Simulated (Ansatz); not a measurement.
A calculation on zinc-blende HgTe returned lattice constant a 6.564 Å, bulk modulus 40.5 GPa.

For reference: lattice constant a 6.46 Å (measured, room temperature, not corrected to a static lattice; as tabulated in Cava et al. (2013), arXiv:1302.1059); bulk modulus 42.3 GPa (measured, temperature not stated, no zero-point or thermal correction; as tabulated in Toher et al. (2017), arXiv:1611.05714).

Q: Which level of theory produced these numbers?
A) HSE06 (Ansatz (a program for electronic structure))
B) PBEsol+SOC (Ansatz)
C) PBE+SOC (Ansatz)
D) PBE (Ansatz)

A: A, HSE06 (Ansatz)

The others give: PBEsol+SOC 6.488 Å, 42.9 GPa; PBE 6.650 Å, 34.2 GPa; PBE+SOC 6.629 Å, 34.7 GPa.

Unless a cell is named, each level is at its own relaxed cell (HSE06 35.36, PBE 36.77, PBE+SOC 36.41, PBEsol+SOC 34.14 Å³/atom).

Ansatz's density-functional and Hartree–Fock values are scalar-relativistic unless marked +SOC, with PAW data made under PBE.
